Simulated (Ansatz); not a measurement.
A calculation with Ansatz (development build ahead of 0.2.0).

```yaml
crystal:
  periodic: [false, false, false]
  atoms:
    - { symbol: "N", position_ang: [0.0, 0.0, -0.14132] }
    - { symbol: H, position_ang: [0.0, 0.0, 0.98921] }
basis:
  gaussian: { orbitals: cc-pVDZ }
magnetization:
  spin_polarized: true
  initial_magnetization: 2
hamiltonian:
  xc: hf
```

The input is written out in the form of the current development build from the run's settings.

Results

| Item | Value |
| --- | --- |
| Converged | yes |
| Total energy | -54.96040 hartree |
| Spin squared of the determinant | 2.019 |
